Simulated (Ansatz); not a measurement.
Species: CHO2, charge 0, doublet. CHO2 (SMILES O=[C]O, doublet).
B3LYP-D3(BJ)/def2-TZVP minimum from Ansatz (a first-principles code):
```
C
O 1 1.1815
O 1 1.3236 2 130.78
H 3 0.9792 1 109.74 2 0.00
```
Charge 0, spin multiplicity 2.

Total energies in cc-pVTZ, 17 correlated electrons, 3 frozen orbitals. Radicals and triplets start from unrestricted determinants; spin-orbit coupling is neglected. Correlated methods leave the cores frozen. No relativity.

```tsv
method	program	energy (Eh)	minus CCSDT(Q) (mEh)
HF	Ansatz	-188.20541	630.14
MP2	Ansatz	-188.80390	31.65
CCSD	Ansatz	-188.80725	28.30
CCSD(T)	Ansatz	-188.83361	1.94
CCSDT(Q)	Ansatz	-188.83555	0.00
```

Rough core times of Ansatz's runs on a shared machine: CCSD(T) under 20 s, CCSDT(Q) 30 min.
